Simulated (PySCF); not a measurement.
**Bond length, frequency and bond energy of BCl by level of theory**

State: ¹Σ⁺ (singlet), closed shell. Set-up: basis B 6-311G(d,p), Cl 6-311G(d,p); no relativity; PySCF 2.14. De refers to B + Cl in their high-spin ground configurations, without counterpoise correction. A positive dipole means B(−)Cl(+).

```
      Level  Re (Å)  ωe (cm⁻¹)  De (eV)  μ (D)
        RHF   1.726        854     3.74   1.08
    RHF-MP2   1.711        884     5.13    n/a
RHF-SCS-MP2   1.716        873     4.97    n/a
   RHF-CCSD   1.722        865     4.86    n/a
RHF-CCSD(T)   1.724        859     5.01    n/a
        PBE   1.741        803     5.46   1.30
     r²SCAN   1.732        823     5.29   1.37
      M06-L   1.723        848     5.41   1.55
       PBE0   1.725        838     5.25   1.30
    r²SCAN0   1.722        846     5.10   1.32
       MN15   1.719        846     5.50   1.15
    LC-ωPBE   1.708        878     5.05   1.42
```

The bond length runs from 1.708 Å (LC-ωPBE) to 1.741 Å (PBE). De spans 3.74 eV (RHF, mean field) to 5.50 eV (MN15, hybrid meta-GGA). Correlation at CCSD(T) changes the Hartree–Fock bond energy by +1.27 eV; the triples alone change it by +0.15 eV.

Correlated steps freeze 6 core orbitals. Where the molecule has an RHF reference, its open-shell atoms are computed with UHF.
